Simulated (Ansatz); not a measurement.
## GaC, quartet: stretch scan

Starting geometry (PBE0/def2-TZVP stationary point for this spin):

```yaml
atoms:
  - { symbol: C, position_ang: [0.0000, 0.0000, 0.0000] }
  - { symbol: Ga, position_ang: [0.0000, 0.0000, 2.0016] }
```

From there Ga2 moves along the line of the two atoms named below, all else staying in place; atoms are numbered as listed. Energies are in kcal/mol, counted from the starting geometry at the same level. Kohn–Sham curves are unrestricted where that lies lower.

Basis aug-cc-pVDZ; Ansatz 0.2.0. Correlated methods freeze the noble-gas cores and the filled d shells of p-block atoms. No spin–orbit coupling is included, and no scalar relativity.

In so small a basis the reference is far from its limit while semilocal and hybrid functionals are nearer theirs (RPA and double hybrids share much of the reference's basis error), so the functionals' errors here hold much of the reference's basis and frozen-core error, which can add to them or hide them.

Full CI is exact within this basis and frozen core; it isn't the basis-set limit.

| distance C1-Ga2 (Å) | full CI | PBE | r2SCAN | PBE0 | B3LYP | wB97M-V | B2PLYP | PBE-QIDH | RPA-PBE |
| --- | --- | --- | --- | --- | --- | --- | --- | --- | --- |
| 1.834 | 7.6 | 5.6 | 5.0 | 5.3 | 5.9 | 5.7 | 6.3 | 5.9 | 8.4 |
| 2.002 | 0.0 | 0.0 | 0.0 | 0.0 | 0.0 | 0.0 | 0.0 | 0.0 | 0.0 |
| 2.248 | 2.8 | 4.1 | 5.1 | 4.8 | 3.9 | 4.4 | 3.9 | 4.8 | 1.4 |
| 2.751 | 23.1 | 23.8 | 26.9 | 26.6 | 23.8 | 26.4 | 24.9 | 27.8 | 17.8 |
| 3.660 | 52.9 | 51.4 | 56.1 | 56.0 | 51.2 | 57.0 | 54.2 | 58.8 | 40.8 |
| 5.405 | 65.2 | 69.2 | 71.1 | 71.0 | 65.3 | 69.9 | 66.9 | 69.7 | 50.6 |

Question: Judged by the spread of the error over the points with a reference (largest less smallest), which of these follows full CI best and which worst?

Answer: Subtracting the full CI column from each: best B3LYP (errors from -1.7 to 1.0, spread 2.8 kcal/mol), worst RPA-PBE (from -14.6 to 0.8, spread 15.4 kcal/mol). Functionals and wave-function methods converge differently with the basis, so part of this is basis effect.

PBE0 at 5.405 Å lies 5.8 kcal/mol (9 %) above the reference in this basis. PBE-QIDH at 5.405 Å lies 4.5 kcal/mol (7 %) above the reference in this basis. wB97M-V at 5.405 Å lies 4.6 kcal/mol (7 %) above the reference in this basis. r2SCAN at 5.405 Å lies 5.8 kcal/mol (9 %) above the reference in this basis.
